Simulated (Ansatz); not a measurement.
```yaml
crystal:
  periodic: [false, false, false]
  atoms:
    - {symbol: Cu, position_ang: [-0.445659, -0.000846, -0.000844]}
    - {symbol: O, position_ang: [1.513690, 0.002872, 0.002868]}
    - {symbol: H, position_ang: [2.033146, 0.833478, 0.000978]}
    - {symbol: H, position_ang: [2.036283, -0.825757, 0.006732]}
basis:
  gaussian: {orbitals: def2-TZVP}
magnetization: {spin_polarized: true, initial_magnetization: 1}
hamiltonian: {xc: pbe0}
relax: {f_tol: 0.004, max_steps: 80}
```

```sh
$ ansatz run in.yaml --threads 1 --pin off --events-out ev --progress --plain --max-ram 2176MiB
```

Steps of the relaxation (energy above the last step; positions in Å, forces in eV/Å):

```
4
step 1, 129.2 meV
Cu   -0.446   -0.001   -0.001   -0.836   -0.002   -0.002
O     1.514    0.003    0.003    0.875    0.002    0.002
H     2.033    0.833    0.001   -0.018   -1.026    0.004
H     2.036   -0.826    0.007   -0.022    1.026   -0.004
```

```
4
step 2, 67.9 meV
Cu   -0.478   -0.001   -0.001   -0.641   -0.001   -0.001
O     1.516    0.003    0.003    0.352    0.001    0.001
H     2.048    0.809    0.001    0.145   -0.376    0.002
H     2.051   -0.801    0.007    0.144    0.376   -0.001
```

```
4
step 3, 6.4 meV
Cu   -0.588   -0.001   -0.001   -0.161    0.000    0.000
O     1.533    0.003    0.003    0.174    0.000    0.000
H     2.095    0.786    0.001   -0.007   -0.076    0.000
H     2.098   -0.778    0.007   -0.007    0.076    0.000
```

```
4
step 7, 0.0 meV
Cu   -0.653   -0.001   -0.001    0.000    0.000    0.000
O     1.552    0.003    0.003    0.000    0.000    0.000
H     2.118    0.781    0.001    0.000    0.000    0.000
H     2.121   -0.773    0.007    0.000    0.000    0.000
```

Close pairs at the end: O2–H4 0.962 Å, O2–H3 0.962 Å, Cu1–O2 2.205 Å.

A stationary point of unrestricted PBE0 after 7 steps, with ⟨S²⟩ = 0.752 against 0.75 for a pure state; no frequencies were run, so it isn't proven a minimum. 22 s on 1 thread of Intel Xeon Platinum 8375C, shared host.
